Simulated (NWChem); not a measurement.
All runs are NWChem calculations. System: C$_{2}$H$_{7}$N, charge 0, spin multiplicity 3, at the geometry of a parent with another charge or spin, in a state set for the comparison that need not be this species' ground state. Its SCF solution wasn't tested for a lower state. Level: UPBE/def2-SVP.

Job file:

```
start mol
memory heap 200 mb stack 900 mb global 1100 mb
geometry units angstroms nocenter noautoz
  C      0.018377     0.216735    -1.207262
  N     -0.140010    -0.551445     0.000000
  C      0.018377     0.216735     1.207262
  H      0.986118     0.762439    -1.288612
  H     -0.781513     0.973295    -1.278620
  H     -0.075380    -0.436074    -2.088621
  H      0.501100    -1.340025     0.000000
  H      0.986118     0.762439     1.288612
  H     -0.075380    -0.436074     2.088621
  H     -0.781513     0.973295     1.278620
  symmetry group Cs
end
basis spherical
  * library def2-svp
end
dft
  xc xpbe96 cpbe96
  odft
  mult 3
  semidirect memsize 60000000 filesize 0
  iterations 100
end
task dft energy
```

Output (cleaned and shortened):

```
             Northwest Computational Chemistry Package (NWChem) 7.3.0
             --------------------------------------------------------

                                NWChem Input Module
                                -------------------

 Scaling coordinates for geometry "geometry" by  1.889725989
 (inverse scale =  0.529177249)

 Turning off AUTOSYM since
 SYMMETRY directive was detected!

                             Geometry "geometry" -> ""
                             -------------------------

 Output coordinates in angstroms (scale by  1.889725989 to convert to a.u.)

  No.       Tag          Charge          X              Y              Z
 ---- ---------------- ---------- -------------- -------------- --------------
    1 C                    6.0000     0.01837700     0.21673500    -1.20726200
    2 N                    7.0000    -0.14001000    -0.55144500     0.00000000
    3 C                    6.0000     0.01837700     0.21673500     1.20726200
    4 H                    1.0000     0.98611800     0.76243900    -1.28861200
    5 H                    1.0000    -0.78151300     0.97329500    -1.27862000
    6 H                    1.0000    -0.07538000    -0.43607400    -2.08862100
    7 H                    1.0000     0.50110000    -1.34002500     0.00000000
    8 H                    1.0000     0.98611800     0.76243900     1.28861200
    9 H                    1.0000    -0.07538000    -0.43607400     2.08862100
   10 H                    1.0000    -0.78151300     0.97329500     1.27862000

 Effective nuclear repulsion energy (a.u.)      84.2929050501

            Nuclear Dipole moment (a.u.)
            ----------------------------
        X                 Y               Z
 ---------------- ---------------- ----------------
     0.0000075589    -0.0000000000     0.0000000000

      Symmetry information
      --------------------

 Group name             Cs
 Group number              2
 Group order               2
 No. of unique centers     6

      Symmetry unique atoms

     1    2    4    5    6    7


 Summary of "ao basis" -> "" (spherical)
 ------------------------------------------------------------------------------
       Tag                 Description            Shells   Functions and Types
 ---------------- ------------------------------  ------  ---------------------
 *                          def2-svp                  on all atoms

  pbe96 is a nonlocal functional; adding pw91lda local functional.

                                 NWChem DFT Module
                                 -----------------

 Summary of "ao basis" -> "ao basis" (spherical)
 ------------------------------------------------------------------------------
       Tag                 Description            Shells   Functions and Types
 ---------------- ------------------------------  ------  ---------------------
 C                          def2-svp                 6       14   3s2p1d
 N                          def2-svp                 6       14   3s2p1d
 H                          def2-svp                 3        5   2s1p

 Summary of "ao basis" -> "ao basis" (spherical)
 ------------------------------------------------------------------------------
       Tag                 Description            Shells   Functions and Types
 ---------------- ------------------------------  ------  ---------------------
 C                          def2-svp                 6       14   3s2p1d
 N                          def2-svp                 6       14   3s2p1d
 H                          def2-svp                 3        5   2s1p

      Symmetry analysis of basis
      --------------------------

        a'         43
        a"         34

            General Information
            -------------------
          SCF calculation type: DFT
          Wavefunction type:  spin polarized.
          No. of atoms     :    10
          No. of electrons :    26
           Alpha electrons :    14
            Beta electrons :    12
          Charge           :     0
          Spin multiplicity:     3
          Use of symmetry is: on ; symmetry adaption is: on
          Maximum number of iterations: 100
          AO basis - number of functions:    77
                     number of shells:    39
          Convergence on energy requested:  1.00D-06
          Convergence on density requested:  1.00D-05
          Convergence on gradient requested:  5.00D-04

              XC Information
              --------------
          PerdewBurkeErnzerhof Exchange Functional  1.000
            Perdew 1991 LDA Correlation Functional  1.000 local
           PerdewBurkeErnz. Correlation Functional  1.000 non-local

             Grid Information
             ----------------
          Grid used for XC integration:  medium
          Radial quadrature: Mura-Knowles
          Angular quadrature: Lebedev.
          Tag              B.-S. Rad. Rad. Pts. Rad. Cut. Ang. Pts.
          ---              ---------- --------- --------- ---------
          C                   0.70       49          10.0       434
          N                   0.65       49           7.0       434
          H                   0.35       45          11.0       434
          Grid pruning is: on
          Number of quadrature shells:   278
          Spatial weights used:  Erf1

          Convergence Information
          -----------------------
          Convergence aids based upon iterative change in
          total energy or number of iterations.
          Levelshifting, if invoked, occurs when the
          HOMO/LUMO gap drops below (HL_TOL):  1.00D-02
          DIIS, if invoked, will attempt to extrapolate
[...]
  ----- ------------  ---------------      ----- ------------  ---------------
    18      0.483639   2 N  px               21     -0.323581   2 N  px
    43      0.224719   4 H  s                63      0.224719   8 H  s
    17      0.183734   2 N  s                 4      0.181135   1 C  px
    32      0.181135   3 C  px               19      0.155960   2 N  py
    44      0.147024   4 H  s                64      0.147024   8 H  s

 Vector   14  Occ=1.000000D+00  E=-3.375596D-03  Symmetry=a'
              MO Center=  5.3D-01, -6.3D-01,  3.2D-14, r^2= 4.9D+00
   Bfn.  Coefficient  Atom+Function         Bfn.  Coefficient  Atom+Function
  ----- ------------  ---------------      ----- ------------  ---------------
    59      1.025338   7 H  s                17     -0.942007   2 N  s
     3     -0.874560   1 C  s                31     -0.874560   3 C  s
    44      0.541831   4 H  s                64      0.541831   8 H  s
    54      0.499094   6 H  s                69      0.499094   9 H  s
    49      0.360316   5 H  s                74      0.360316  10 H  s

 Vector   15  Occ=0.000000D+00  E= 3.635773D-02  Symmetry=a'
              MO Center= -6.2D-02,  3.8D-01,  1.2D-13, r^2= 5.9D+00
   Bfn.  Coefficient  Atom+Function         Bfn.  Coefficient  Atom+Function
  ----- ------------  ---------------      ----- ------------  ---------------
     3      1.155814   1 C  s                31      1.155814   3 C  s
    49     -0.988826   5 H  s                74     -0.988826  10 H  s
    59      0.920056   7 H  s                17     -0.725023   2 N  s
    44     -0.678887   4 H  s                64     -0.678887   8 H  s
     8      0.422861   1 C  py               36      0.422861   3 C  py

 Vector   16  Occ=0.000000D+00  E= 5.924553D-02  Symmetry=a"
              MO Center=  1.9D-01,  4.7D-01, -2.2D-13, r^2= 7.4D+00
   Bfn.  Coefficient  Atom+Function         Bfn.  Coefficient  Atom+Function
  ----- ------------  ---------------      ----- ------------  ---------------
     3      1.988598   1 C  s                31     -1.988598   3 C  s
    44     -0.978496   4 H  s                64      0.978496   8 H  s
    54     -0.867420   6 H  s                69      0.867420   9 H  s
    49     -0.821325   5 H  s                74      0.821325  10 H  s
    23      0.311904   2 N  pz                2      0.230507   1 C  s

 Vector   17  Occ=0.000000D+00  E= 7.183240D-02  Symmetry=a'
              MO Center=  2.1D-01,  2.5D-01,  1.5D-14, r^2= 6.5D+00
   Bfn.  Coefficient  Atom+Function         Bfn.  Coefficient  Atom+Function
  ----- ------------  ---------------      ----- ------------  ---------------
    54      1.000152   6 H  s                69      1.000152   9 H  s
    44     -0.900858   4 H  s                64     -0.900858   8 H  s
     3     -0.636827   1 C  s                 7      0.637164   1 C  px
    31     -0.636827   3 C  s                35      0.637164   3 C  px
    17      0.621425   2 N  s                49      0.574658   5 H  s

                     DFT Final Beta Molecular Orbital Analysis
                     -----------------------------------------

 Vector   10  Occ=1.000000D+00  E=-3.693435D-01  Symmetry=a"
              MO Center=  9.2D-03,  5.0D-01,  3.2D-14, r^2= 2.8D+00
   Bfn.  Coefficient  Atom+Function         Bfn.  Coefficient  Atom+Function
  ----- ------------  ---------------      ----- ------------  ---------------
     4      0.328771   1 C  px               32     -0.328771   3 C  px
    48     -0.237357   5 H  s                73      0.237357  10 H  s
    43      0.206332   4 H  s                63     -0.206332   8 H  s
     7      0.152642   1 C  px               35     -0.152642   3 C  px
    49     -0.079357   5 H  s                74      0.079357  10 H  s

 Vector   11  Occ=1.000000D+00  E=-3.533821D-01  Symmetry=a'
              MO Center= -1.7D-01,  8.8D-02, -4.5D-14, r^2= 2.9D+00
   Bfn.  Coefficient  Atom+Function         Bfn.  Coefficient  Atom+Function
  ----- ------------  ---------------      ----- ------------  ---------------
     5      0.278131   1 C  py               33      0.278131   3 C  py
    19      0.257669   2 N  py               58      0.231166   7 H  s
    48      0.224781   5 H  s                73      0.224781  10 H  s
    53     -0.175099   6 H  s                68     -0.175099   9 H  s
    49      0.115606   5 H  s                74      0.115606  10 H  s

 Vector   12  Occ=1.000000D+00  E=-3.492728D-01  Symmetry=a"
              MO Center=  1.4D-02, -1.3D-02,  9.9D-15, r^2= 3.4D+00
   Bfn.  Coefficient  Atom+Function         Bfn.  Coefficient  Atom+Function
  ----- ------------  ---------------      ----- ------------  ---------------
     6      0.286512   1 C  pz               34      0.286512   3 C  pz
    53     -0.285149   6 H  s                68      0.285149   9 H  s
     5      0.179446   1 C  py               33     -0.179446   3 C  py
    20      0.167491   2 N  pz               54     -0.127513   6 H  s
    69      0.127513   9 H  s                43      0.118033   4 H  s

 Vector   13  Occ=0.000000D+00  E=-2.269396D-01  Symmetry=a'
              MO Center= -7.9D-02, -2.6D-01,  2.7D-15, r^2= 1.9D+00
   Bfn.  Coefficient  Atom+Function         Bfn.  Coefficient  Atom+Function
  ----- ------------  ---------------      ----- ------------  ---------------
    18      0.500758   2 N  px               21     -0.383189   2 N  px
    17      0.216028   2 N  s                43      0.200564   4 H  s
    63      0.200564   8 H  s                19      0.172074   2 N  py
    44      0.165613   4 H  s                64      0.165613   8 H  s
    22     -0.153233   2 N  py               16      0.139242   2 N  s

 Vector   14  Occ=0.000000D+00  E= 2.519666D-02  Symmetry=a'
              MO Center=  2.0D-01,  1.6D-01, -5.0D-14, r^2= 6.0D+00
   Bfn.  Coefficient  Atom+Function         Bfn.  Coefficient  Atom+Function
  ----- ------------  ---------------      ----- ------------  ---------------
     3      1.231319   1 C  s                31      1.231319   3 C  s
    49     -0.699853   5 H  s                74     -0.699853  10 H  s
    44     -0.668461   4 H  s                64     -0.668461   8 H  s
    17      0.625463   2 N  s                54     -0.591494   6 H  s
    69     -0.591494   9 H  s                59     -0.560891   7 H  s

 Vector   15  Occ=0.000000D+00  E= 6.116870D-02  Symmetry=a'
              MO Center= -2.9D-01,  1.6D-02, -1.3D-14, r^2= 5.8D+00
   Bfn.  Coefficient  Atom+Function         Bfn.  Coefficient  Atom+Function
  ----- ------------  ---------------      ----- ------------  ---------------
    49      1.020584   5 H  s                74      1.020584  10 H  s
    59     -0.874336   7 H  s                17      0.788188   2 N  s
     3     -0.581672   1 C  s                31     -0.581672   3 C  s
    54     -0.517982   6 H  s                69     -0.517982   9 H  s
     8     -0.461530   1 C  py               36     -0.461530   3 C  py

   alpha - beta orbital overlaps
   -----------------------------

   alpha      1      2      3      4      5      6      7      8      9     10
    beta      1      2      3      4      5      6      7      8      9     10
 overlap   1.000  1.000  1.000  0.998  1.000  0.998  0.982  0.999  0.965  0.994

   alpha     11     12     13     14     15     16     17     18     19     20
    beta     11     12     13     14     15     16     17     18     19     20
 overlap   0.996  0.995  0.978  0.931  0.883  0.995  0.776  0.748  0.951  0.948

   alpha     21     22     23     24     25     26     27     28     29     30
    beta     21     22     23     24     25     26     27     28     29     30
 overlap   0.975  0.999  0.999  0.999  0.999  0.996  0.998  0.960  0.998  0.951

   alpha     31     32     33     34     35     36     37     38     39     40
    beta     31     32     33     35     34     36     38     37     39     40
 overlap   0.914  0.983  0.957  0.973  0.964  0.980  0.930  1.000  0.943  1.000

   alpha     41     42     43     44     45     46     47     48     49     50
    beta     41     42     43     44     45     46     47     48     49     50
 overlap   0.999  1.000  0.999  1.000  0.999  0.903  1.000  0.903  0.999  0.999

   alpha     51     52     53     54     55     56     57     58     59     60
    beta     51     52     53     55     54     56     57     58     59     60
 overlap   0.997  0.993  0.998  0.999  0.999  0.989  0.990  0.989  0.989  0.993

   alpha     61     62     63     64     65     66     67     68     69     70
    beta     61     62     63     64     65     66     67     68     69     70
 overlap   0.999  0.995  0.999  0.996  1.000  0.995  0.992  0.996  0.997  0.995

   alpha     71     72     73     74     75     76     77
    beta     71     72     73     74     75     76     77
 overlap   0.982  0.999  0.983  0.996  0.999  0.998  0.999

     --------------------------
     Expectation value of S2:
     --------------------------
      <S2> =      2.0028 (Exact =     2.0000)

 center of mass
 --------------
 x =  -0.03162395 y =  -0.05247256 z =  -0.00000000

 moments of inertia (a.u.)
 ------------------
         217.977333867197          -1.884102152137           0.000000000000
          -1.884102152137         193.339280793479           0.000000000000
           0.000000000000           0.000000000000          51.247230965868

     Multipole analysis of the density
     ---------------------------------

     L   x y z        total         alpha         beta         nuclear
     -   - - -        -----         -----         ----         -------
     0   0 0 0     -0.000000    -14.000000    -12.000000     26.000000

     1   1 0 0     -0.458606     -0.653473      0.194859      0.000008
     1   0 1 0      0.759815      1.254821     -0.495006     -0.000000
     1   0 0 1     -0.000000     -0.000000     -0.000000      0.000000

     2   2 0 0    -18.147946    -19.122751    -11.774324     12.749129
     2   1 1 0      1.075966      0.830039      0.371163     -0.125236
     2   1 0 1     -0.000000     -0.000000     -0.000000      0.000000
     2   0 2 0    -19.441743    -29.112761    -18.631633     28.302651
     2   0 1 1      0.000000      0.000000      0.000000      0.000000
     2   0 0 2    -16.338504    -71.243641    -62.244463    117.149600

 Task  times  cpu:        2.5s     wall:        2.5s

 Total times  cpu:        2.5s     wall:        2.5s
```
